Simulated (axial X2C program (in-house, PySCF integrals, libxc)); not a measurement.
## Testing model relations on SiH²⁺

A bond curve at the TPSSh level, two-component, was computed with an axial X2C code built on PySCF integrals (basis Si dyall-v3z [8s7p2d1f], H dyall-v3z [6s2p1d] (cores contracted in-house)) for the state Ω = 1/2 (⟨Sz⟩ = 0.50, ⟨Lz⟩ = 0.00 at TPSSh). Its fit gives Re = 1.7636 Å, ωe = 936.6 cm⁻¹, ωexe = 36.9 cm⁻¹ and αe = 4.206e-01 cm⁻¹; the masses are 27.9769 and 1.0078 u. Two-component means X2C with spin–orbit coupling and atomic mean-field Coulomb and Gaunt terms.

Q: Find the reduced mass, Be and the force constant.

A: From the TPSSh values: μ = 0.9728 u. Be = 16.8576/(μ Re²) = 5.572 cm⁻¹. k = 5.8918×10⁻⁷ μ ωe² = 0.503 mdyn/Å.

Q: A Morse curve ties αe to the other constants (Pekeris). How well does that hold?

A: αe(Morse) = 6Be²/ωe × (√(ωexe/Be) − 1) = 3.129e-01 cm⁻¹; the TPSSh curve gives 4.206e-01 cm⁻¹, a ratio of 0.74.

Q: Scale the constants to the deuteride (D 2.0141 u) within the Born–Oppenheimer picture.

A: ρ = √(μH/μD) = 0.7195; ωe = 673.9, ωexe = 19.1, Be = 2.885 cm⁻¹; the zero-point energy falls by 127 cm⁻¹.

Q: Estimate the centrifugal constant by the Kratzer relation.

A: D = 4Be³/ωe² = 7.89e-04 cm⁻¹.

The state is one determinant whose occupation by symmetry is held fixed; it was picked as the lowest of a PBE0 search that is not exhaustive. Density functionals use the spin component along the axis (collinear). The levels of this run spread widely (ωe from 674 to 937 cm⁻¹), so these constants depend on the method.
